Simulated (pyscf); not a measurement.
Optimised with ωB97X-D3(BJ)/def2-SVP in PySCF. MP2 and CC: frozen core, UHF for open shells. ΔMP2 is the change of the MP2 total energy from the triple- to the quadruple-zeta basis.

Q: Estimate the classical barrier height and the reaction energy of HO–PH–OH + silylene (SiH₂) [singlet] → HO–P(OH)–SiH₃ at CCSD(T)/def2-TZVPP + ΔMP2(QZVPP). The step runs on the singlet surface, breaks H–P and forms P–Si, H–Si; take the separated reactants as zero.

A: ΔE‡ = -0.20 eV, ΔE = -2.35 eV. Zero-point energy shifts the barrier by +0.06 eV. It is an insertion, with an imaginary mode of 332i cm⁻¹. On the reactant side the descent ends in an adduct with a P–Si, H–Si contact, 0.45 eV under the separated species and 0.05 eV under the saddle at ωB97X-D3(BJ)/def2-TZVP. At CCSD(T) the saddle lies under the separated reactants, which points to a path from their complex (located at ωB97X-D3(BJ) alone). What is counted as formed (P–Si, H–Si) is already present as a longer contact in the reactant adduct; forming that adduct is a step of its own. At ωB97X-D3(BJ)/def2-TZVP the barrier from the zero used here is -0.39 eV. HO–P(OH)–SiH₃ lies 1.77 eV over its isomer HO–SiH₂–O–PH₂ (electronic energy, ωB97M-D3(BJ)/def2-TZVP). One saddle was located; it need not be the lowest between these sides. The CCSD(T) − MP2 part came from Ansatz, without density fitting, on the same reference.
